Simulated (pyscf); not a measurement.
H₃C–GeH₃ + hydrogen chloride (HCl) → methane (CH₄) + Cl–GeH₃ (four-centre exchange; singlet surface; C–Ge, Cl–H broken, C–H, Cl–Ge formed). Single points on ωB97X-D3(BJ)/def2-SVP structures (PySCF, gas phase). Correlated levels are frozen-core, on RHF or UHF. ΔMP2 is the change of the MP2 total energy from the triple- to the quadruple-zeta basis. Energies in kcal/mol from the separated reactants.

```tsv
level	barrier	reaction energy
PBE/def2-TZVP	[?]	-21.9
PBE0-D3(BJ)/def2-TZVP	36.7	-22.1
M06-2X/def2-TZVP	37.4	-24.4
ωB97M-D3(BJ)/def2-TZVP	40.5	-22.1
CCSD/def2-TZVPP	46.6	-20.5
CCSD(T)/def2-TZVPP	44.3	-20.2
CCSD(T)/def2-TZVPP + ΔMP2(QZVPP)	[?]	[?]
```

Question: Complete the blanks.

Answer: 
- PBE/def2-TZVP, barrier: 35.3
- CCSD(T)/def2-TZVPP + ΔMP2(QZVPP), barrier: 43.0
- CCSD(T)/def2-TZVPP + ΔMP2(QZVPP), reaction energy: -20.4

This is the saddle that the search found; another between the same sides may lie lower. The CCSD(T) − MP2 part came from Ansatz, without density fitting, on the same reference. The frozen core leaves the outer d or s,p core shells of the metals and heavy elements correlated in the MP2 and CC values, and def2-TZVPP describes them poorly, which can shift differences by a few kcal/mol. Elements up to Kr have no core potential and no relativistic terms here.
